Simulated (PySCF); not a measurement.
Species: chlorine monofluoride, ClF.
SMILES: `FCl`

The closed-shell ground state was solved at several levels (PySCF, density fitting, gas phase, non-relativistic). Isolated species at its GFN2-xTB geometry, gas phase.

```
              level  basis functions  total energy (Eh)  HOMO (eV)  LUMO (eV)  gap (eV)  dipole (D)
      PBE0/pcSseg-1               41          -559.6774      -9.62      -3.56      6.06        1.18
CAM-B3LYP/def2-SVPD               50          -559.7332     -11.27      -2.64      8.63        1.14
```

(1) What might PBE0/def2-SVPD (50 basis functions) give for the same quantities?

(2) Over all these levels, which gives the widest orbital gap and which the narrowest?

(3) How far do the dipole and the HOMO energy spread over the levels?

Answers

(1) Total energy -559.4938 Eh, HOMO -9.80 eV, LUMO -3.88 eV, gap 5.92 eV, dipole 1.04 D.

(2) CAM-B3LYP/def2-SVPD (range-separated hybrid) has the widest, 8.63 eV, and PBE0/def2-SVPD (global hybrid, 25 % exact exchange) the narrowest, 5.92 eV. The two share the basis. From the narrowest to the widest the HOMO moves by -1.47 eV and the LUMO by +1.24 eV.

(3) The dipole runs from 1.04 to 1.18 D (mean 1.12 D) and the HOMO from -11.27 to -9.62 eV.
